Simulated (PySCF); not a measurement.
Molecule: SMILES C=CN=C=O, C$_{3}$H$_{3}$NO.

Cartesian coordinates in Å; atom numbers follow the order of the lines, from 1:
```xyz
8

C    -0.915   -0.402    0.889
C    -0.639    0.394   -0.150
N     0.570    0.468   -0.802
C     1.703    0.098   -0.931
O     2.816   -0.191   -1.143
H    -1.911   -0.382    1.334
H    -0.171   -1.080    1.313
H    -1.398    1.067   -0.560
```

Geometry PBE0-D3(BJ)/def2-SVP throughout; GIAO in PySCF 2.14, gas phase, one conformer, non-relativistic; equivalent atoms averaged; basis pcSseg-2.

Problem. How do the absolute shieldings σ depend on the functional? (ppm; last column core-seconds on 1 thread of an Arm Neoverse V1, shared host)

Solution. 
| functional | kind | C2 | C4 | C1 | N3 | O5 | H8 | H6 | H7 | core-s |
| --- | --- | --- | --- | --- | --- | --- | --- | --- | --- | --- |
| WP04 | global hybrid | 37.7 | 46.6 | 47.3 | 189.4 | 160.7 | 26.13 | 26.41 | 26.48 | 15 |
| B97-2 | global hybrid | 50.3 | 57.3 | 62.2 | 200.8 | 170.1 | 25.65 | 26.06 | 26.08 | 14 |
| BHandHLYP | global hybrid | 46.9 | 52.6 | 59.9 | 209.4 | 175.9 | 25.72 | 26.15 | 26.14 | 13 |
| CAM-B3LYP | range-separated hybrid | 43.2 | 51.3 | 56.7 | 205.9 | 173.9 | 25.57 | 26.01 | 25.99 | 19 |
| wB97X-D | range-separated hybrid | 46.2 | 54.0 | 59.5 | 204.9 | 171.6 | 25.61 | 26.00 | 26.01 | 18 |
| LC-wPBE | range-separated hybrid | 45.5 | 52.5 | 58.8 | 212.6 | 179.3 | 25.50 | 25.85 | 25.86 | 26 |

Problem. Which nucleus moves most, in ppm?

Solution. N3 (heterocumulene nitrogen): from 189.4 ppm with WP04 to 212.6 ppm with LC-wPBE. The smallest spread is 0.57 ppm, at H6. Proton shifts span only some 12 ppm, so a few tenths of a ppm matter as much there as several ppm in carbon.
